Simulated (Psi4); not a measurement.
**BP2H5 (SMILES [BH].PP): M06-2X/def2-SVPD (density fitting, counterpoise (cp, nocp), fragments set)**

We compute the interaction energy of BP2H5. The job is set up through a Python script.

The calculation is run with Psi4 1.11.

11 further runs of the same task are left out: 1 that didn't finish, 10 set aside as unsound or not needed. Runs told in other sessions of the task aren't counted.

## (1) Starting point

BP2H5 has 8 atoms, charge 0, and is taken as a singlet. SMILES: `[BH].PP`.

Bond lengths: P3–P4 2.227 Å, B1–H2 1.232 Å, P3–H5 1.422 Å, P3–H6 1.422 Å, P4–H7 1.422 Å, P4–H8 1.422 Å. Angles: P3–P4–H7 93.6°, P3–P4–H8 93.6°, P4–P3–H5 93.6°, P4–P3–H6 93.6°, H7–P4–H8 92.0°, H5–P3–H6 92.0°.

## (2) The interaction energy at M06-2X/def2-SVPD (density fitting, counterpoise (cp, nocp), fragments set)

bh5p2.py reads:

```python
import psi4

psi4.set_memory('1600 MB')
psi4.set_num_threads(1)
psi4.set_output_file('run.log', False)

molecule = psi4.geometry("""
0 1
B      0.000000     0.000000    -0.616200
H      0.000000     0.000000     0.616200
--
0 1
P      3.310580     3.263330    -1.187840
P      3.183170     2.943580    -3.388240
H      4.626320     2.731640    -1.097000
H      3.803170     4.590890    -1.318440
H      1.864100     3.466870    -3.478740
H      2.699180     1.613020    -3.256590
symmetry c1
no_reorient
no_com
""")

psi4.set_options({
    'basis': 'def2-SVPD',
    'reference': 'rks',
})

e_tot, wfn = psi4.energy('m06-2x', bsse_type=['cp', 'nocp'], molecule=molecule, return_wfn=True)
print(f'total energy {e_tot:.8f} hartree = {e_tot * 27.211386:.5f} eV')
for k, v in sorted(psi4.core.scalar_variables().items()):
    print(f'{k:45s} {v:18.10f}')
```

Run with:

```console
python bh5p2.py
```

**Question.** What will come out? Wanted: interaction energy.

Answer, from the run:

At M06-2X/def2-SVPD (density fitting, counterpoise (cp, nocp), fragments set):

| quantity | value |
| --- | --- |
| interaction energy | -3.18 kJ/mol |
